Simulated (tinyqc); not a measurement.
Worked calculation: CIS and TDHF on RHF in the sto-3g basis, for HF, spin multiplicity 1. One step of it, computed by the program tinyqc.

Task: CIS matrix, triplets. A(ia,jb) = (e_a - e_i) d_ij d_ab - (ij|ab).

orbital energies (hartree): MO1 -25.894961, MO2 -1.492957, MO3 -0.602714, MO4 -0.466780, MO5 -0.466780, MO6 0.695175

Two-electron integrals over orbitals (pq|rs), unique and non-zero (hartree):
```
(11|11) 5.361528    (21|11) -0.497448   (21|21) 0.073256    (22|11) 1.189729
(22|21) -0.018261   (22|22) 0.858805    (31|11) 0.179790    (31|21) -0.023685
(31|22) 0.016116    (31|31) 0.025658    (32|11) -0.142840   (32|21) 0.009865
(32|22) -0.002391   (32|31) 0.021025    (32|32) 0.158540    (33|11) 1.045385
(33|21) -0.012528   (33|22) 0.768997    (33|31) -0.007056   (33|32) -0.062877
(33|33) 0.804504    (41|41) 0.029636    (42|41) 0.038598    (42|42) 0.177260
(43|41) -0.012934   (43|42) -0.046972   (43|43) 0.053386    (44|11) 1.263997
(44|21) -0.014165   (44|22) 0.873389    (44|31) 0.005198    (44|32) -0.075885
(44|33) 0.780107    (44|44) 0.997514    (51|51) 0.029636    (52|51) 0.038598
(52|52) 0.177260    (53|51) -0.012934   (53|52) -0.046972   (53|53) 0.053386
(54|54) 0.053770    (55|11) 1.263997    (55|21) -0.014165   (55|22) 0.873389
(55|31) 0.005198    (55|32) -0.075885   (55|33) 0.780107    (55|44) 0.889973
(55|55) 0.997514    (61|11) 0.187570    (61|21) -0.030521   (61|22) -0.001263
(61|31) -0.006835   (61|32) -0.025323   (61|33) 0.015341    (61|44) 0.005034
(61|55) 0.005034    (61|61) 0.028257    (62|11) -0.274026   (62|21) 0.005637
(62|22) -0.140242   (62|31) -0.020338   (62|32) -0.034056   (62|33) -0.048134
(62|44) -0.140291   (62|55) -0.140291   (62|61) 0.014140    (62|62) 0.100621
(63|11) -0.331442   (63|21) 0.005967    (63|22) -0.140786   (63|31) 0.002498
(63|32) 0.091978    (63|33) -0.133583   (63|44) -0.178304   (63|55) -0.178304
(63|61) -0.006655   (63|62) 0.061357    (63|63) 0.156350    (64|41) -0.011968
(64|42) -0.046433   (64|43) -0.011070   (64|64) 0.032436    (65|51) -0.011968
(65|52) -0.046433   (65|53) -0.011070   (65|65) 0.032436    (66|11) 0.899676
(66|21) -0.008681   (66|22) 0.696440    (66|31) 0.017928    (66|32) 0.078030
(66|33) 0.668814    (66|44) 0.657546    (66|55) 0.657546    (66|61) -0.010202
(66|62) -0.069627   (66|63) -0.010830   (66|66) 0.719858
```

Give: CIS matrix A, triplet.

Result:

CIS matrix A, triplet (hartree), lower triangle:
```
         1>6      2>6     3>6     4>6     5>6
1>6  25.6905
2>6   0.0087   1.4917
3>6  -0.0179  -0.0780  0.6291
4>6   0.0000   0.0000  0.0000  0.5044
5>6   0.0000   0.0000  0.0000  0.0000  0.5044
```
